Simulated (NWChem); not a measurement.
Molecule: ethylamine (C2H7N); SMILES CCN

```xyz
10

C      0.2599    -1.2361    -0.0315
C     -0.5555     0.0424     0.0220
N      0.3032     1.2074    -0.0817
H     -0.3865    -2.1265    -0.0048
H      0.8663    -1.2666    -0.9493
H      0.9499    -1.3026     0.8263
H     -1.1931     0.0241     0.9335
H     -1.2549     0.0585    -0.8317
H     -0.2493     2.0621    -0.0738
H      0.9183     1.2617     0.7291
```
Atoms are numbered in this order, from 1.

The geometry was optimised at PBE0/def2-SVP.

Problem. List the 4 lowest vertical singlet excitations from BHandHLYP/6-31G* (spherical d), full TDDFT (NWChem).

Solution. 
| state | energy (eV) | oscillator strength | leading excitation (squared amplitude) |
|---|---|---|---|
| S1 | 7.82 | 0.010 | HOMO → LUMO (0.91) |
| S2 | 9.28 | 0.024 | HOMO → LUMO+2 (0.75) |
| S3 | 9.82 | 0.028 | HOMO → LUMO+1 (0.77) |
| S4 | 10.86 | 0.141 | HOMO → LUMO+3 (0.57) |
